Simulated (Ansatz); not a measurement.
bcc K was calculated with PBE in Ansatz (PAW).

Run with plane-wave cutoff 520 eV, 12×12×12 k mesh, Fermi–Dirac smearing 0.1 eV, perturbation theory, scalar-relativistic PAW data made under PBE.

Computed at the level's own relaxed cell.

Harmonic phonon frequencies (cm⁻¹; i marks an imaginary mode):

```json
[
 {"q point": "H", "frequencies": "(withheld)"},
 {"q point": "N", "frequencies": "16 50 77"},
 {"q point": "P", "frequencies": "58 58 58"}
]
```

Question: Fill in the missing entries.

Answer: 
- H, frequencies: 73 73 73

No imaginary mode appears at these points.

Ansatz is an electronic-structure program.
